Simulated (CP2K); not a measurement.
# C2H4B (SMILES B[C]=C) at PM3

Aim: the energy change on altering one bond length of C2H4B at PM3, from 2 runs. 

The results are computed with CP2K 2026.2.

5 further runs of the same task are left out: 2 that didn't finish, 3 set aside as unsound or not needed.

## 1. Starting point

The species is C2H4B (7 atoms), meant as a doublet with charge 0. As SMILES, `B[C]=C`. Geometry: relaxed at GFN2-xTB.

Bond lengths: B1–C2 1.464 Å, C2–C3 1.288 Å, B1–H4 1.172 Å, B1–H5 1.172 Å, C3–H6 1.084 Å, C3–H7 1.084 Å. Angles: B1–C2–C3 179.8°, C2–B1–H4 119.7°, C2–B1–H5 119.8°, C2–C3–H6 123.1°, C2–C3–H7 123.1°, H4–B1–H5 120.5°, H6–C3–H7 113.8°.

## 2. A single-point energy at PM3

Contents of molecule.xyz:

```xyz
7

B     -1.075830     0.425360    -0.773780
C      0.057000    -0.020470     0.039540
C      1.051750    -0.415380     0.756660
H     -2.062370    -0.207830    -0.792290
H     -0.989160     1.411380    -1.402080
H      1.668510    -1.268180     0.495290
H      1.350100     0.075110     1.676660
```

Contents of gas.inp:

```
&GLOBAL
  PROJECT gas
  RUN_TYPE ENERGY
  PRINT_LEVEL MEDIUM
&END
&FORCE_EVAL
  METHOD QS
  &DFT
    CHARGE 0
    MULTIPLICITY 2
    UKS T
    ! Quickstep
    &QS
      METHOD PM3
      EPS_DEFAULT 1.0E-10
      &SE
        &COULOMB
          CUTOFF [angstrom] 50
          RC_RANGE [angstrom] 0
        &END
        &EXCHANGE
          CUTOFF [angstrom] 50
          RC_RANGE [angstrom] 0
        &END
      &END
    &END
    &POISSON
      PERIODIC NONE
      POISSON_SOLVER ANALYTIC
    &END
    ! self-consistent field
    &SCF
      SCF_GUESS ATOMIC
      EPS_SCF 1.0E-06
      MAX_SCF 100
      ADDED_MOS 8
      &DIAGONALIZATION
        ALGORITHM STANDARD
      &END
      &MIXING
        METHOD DIRECT_P_MIXING
        ALPHA 0.4
      &END
    &END
    &PRINT
      &MOMENTS
        PERIODIC F
        REFERENCE COM
        MAX_MOMENT 1
      &END
      &MO ON
        ENERGIES T
        OCCUPATION_NUMBERS T
        NDIGITS 6
        &EACH
          QS_SCF 0
        &END
        ADD_LAST NUMERIC
      &END
      &HIRSHFELD OFF
      &END
    &END
  &END
  ! structure
  &SUBSYS
    ! box in angstrom
    &CELL
      ABC [angstrom] 15.7 14.7 15.1
      PERIODIC NONE
    &END
    &TOPOLOGY
      COORD_FILE_NAME molecule.xyz
      COORD_FILE_FORMAT XYZ
      &CENTER_COORDINATES
      &END
    &END
  &END
&END
```

Run with:

```console
$ OMP_NUM_THREADS=1 cp2k.psmp -i gas.inp -o gas.out
```

Standard output:

```text
CP2K| version string:                                       CP2K version 2026.2
[...]
 GLOBAL| Method name                                                        CP2K
[...]
 GLOBAL| Run type                                                         ENERGY
[...]
                             - Atoms:                                          7
[...]
                             - Spherical basis functions:                     16
[...]
 Number of electrons:                                                          8
[...]
     1 P_Mix/Diag. 0.40E+00    0.0     0.34359808        -8.7684343209 -8.77E+00
[...]
    22 DIIS/Diag.  0.10E-06    0.0     0.00000026       -12.9995953434 -2.69E-12
  *** SCF run converged in    22 steps ***
  Core-core repulsion energy [eV]:                            589.66203356194512
  Core Hamiltonian energy [eV]:                              -519.58093574728719
  Two-electron integral energy [eV]:                         -847.63615336910220
  Electronic energy [eV]:                                    -943.39901243183829
  Total energy [eV]:                                         -353.73697886989316
  Atomic reference energy [eV]:                               356.60586737202357
  Heat of formation [kcal/mol]:                                66.15814576946021
[...]
 SE_DIPOLE| Moment [Debye]         -0.19451095       0.07779600      -0.14230895
 SE_DIPOLE| Derivative [a.u.]       0.00000000       0.00000000       0.00000000
 ENERGY| Total FORCE_EVAL ( QS ) energy [hartree]            -12.999595343426975
[...]
```

Run time: 1 s. Hardware: 1 thread of Intel Xeon 6975P-C (Granite Rapids), shared host; peak memory 0.18 GiB.

## 3. The distorted shape, same level

Contents of molecule.xyz:

```xyz
7

B     -1.472305     0.581394    -1.058431
C      0.057000    -0.020470     0.039540
C      1.051750    -0.415380     0.756660
H     -2.458845    -0.051796    -1.076941
H     -1.385635     1.567414    -1.686731
H      1.668510    -1.268180     0.495290
H      1.350100     0.075110     1.676660
```

Contents of calc.inp:

```
&GLOBAL
  PROJECT calc
  RUN_TYPE ENERGY
  PRINT_LEVEL MEDIUM
&END GLOBAL
&FORCE_EVAL
  METHOD Quickstep
  &DFT
    CHARGE 0
    MULTIPLICITY 2
    UNRESTRICTED_KOHN_SHAM T
    &QS
      METHOD PM3
      EPS_DEFAULT 1.0E-10
      &SE
        &COULOMB
          CUTOFF [angstrom] 50
          RC_RANGE [angstrom] 0
        &END COULOMB
        &EXCHANGE
          CUTOFF [angstrom] 50
          RC_RANGE [angstrom] 0
        &END EXCHANGE
      &END SE
    &END QS
    &POISSON
      PERIODIC NONE
      POISSON_SOLVER ANALYTIC
    &END POISSON
    &SCF
      SCF_GUESS ATOMIC
      EPS_SCF 1.0E-06
      MAX_SCF 100
      ADDED_MOS 8
      &DIAGONALIZATION
        ALGORITHM STANDARD
      &END DIAGONALIZATION
      &MIXING
        METHOD DIRECT_P_MIXING
        ALPHA 0.4
      &END MIXING
    &END SCF
    ! extra output
    &PRINT
      &MOMENTS
        PERIODIC F
        REFERENCE COM
        MAX_MOMENT 1
      &END MOMENTS
      &MO ON
        ENERGIES T
        OCCUPATION_NUMBERS T
        NDIGITS 6
        &EACH
          QS_SCF 0
        &END EACH
        ADD_LAST NUMERIC
      &END MO
      &HIRSHFELD OFF
      &END HIRSHFELD
    &END PRINT
  &END DFT
  ! structure
  &SUBSYS
    &CELL
      ABC [angstrom] 16.1 14.8 15.4
      PERIODIC NONE
    &END CELL
    &TOPOLOGY
      COORD_FILE_NAME molecule.xyz
      COORD_FILE_FORMAT XYZ
      &CENTER_COORDINATES
      &END CENTER_COORDINATES
    &END TOPOLOGY
  &END SUBSYS
&END FORCE_EVAL
```

Run with:

```console
$ OMP_NUM_THREADS=1 cp2k.psmp -i calc.inp -o calc.out
```

Standard output:

```text
CP2K| version string:                                       CP2K version 2026.2
[...]
 GLOBAL| Method name                                                        CP2K
[...]
 GLOBAL| Run type                                                         ENERGY
[...]
                             - Atoms:                                          7
[...]
                             - Spherical basis functions:                     16
[...]
 Number of electrons:                                                          8
[...]
     1 P_Mix/Diag. 0.40E+00    0.0     0.33858422        -8.8925222939 -8.89E+00
[...]
    21 DIIS/Diag.  0.27E-06    0.0     0.00000057       -12.9371997830 -1.65E-11
  *** SCF run converged in    21 steps ***
  Core-core repulsion energy [eV]:                            551.71868916828168
  Core Hamiltonian energy [eV]:                              -515.94107668074673
  Two-electron integral energy [eV]:                         -775.63344362300279
  Electronic energy [eV]:                                    -903.75779849224818
  Total energy [eV]:                                         -352.03910932396644
  Atomic reference energy [eV]:                               356.60586737202357
  Heat of formation [kcal/mol]:                               105.31195074777760
[...]
 SE_DIPOLE| Moment [Debye]          1.64739158      -0.64769186       1.18018875
 SE_DIPOLE| Derivative [a.u.]       0.00000000       0.00000000       0.00000000
 ENERGY| Total FORCE_EVAL ( QS ) energy [hartree]            -12.937199782992526
[...]
```

It took 0.94 s on 1 thread of Intel Xeon 6975P-C (Granite Rapids), shared host; peak memory 0.18 GiB.

## 4. Outcome

Level: PM3.

```
                                                         quantity           value
                                        first shape: total energy    -12.99960 Eh
                                       first shape: dipole moment          0.25 D
                  first shape: HOMO energy (highest over α and β)        -9.34 eV
                   first shape: LUMO energy (lowest over α and β)        -0.40 eV
                                   first shape: heat of formation   66.2 kcal/mol
                                    distorted shape: total energy    -12.93720 Eh
                                   distorted shape: dipole moment          2.13 D
              distorted shape: HOMO energy (highest over α and β)        -8.42 eV
               distorted shape: LUMO energy (lowest over α and β)         0.41 eV
                               distorted shape: heat of formation  105.3 kcal/mol
energy change with the B1–C2 bond stretched from 1.464 to 1.977 Å        1.698 eV
```

In words: With the B1–C2 bond stretched from 1.464 to 1.977 Å the energy rises by 1.70 eV (164 kJ/mol). The first shape isn't relaxed at this level, so the change isn't measured from a minimum.
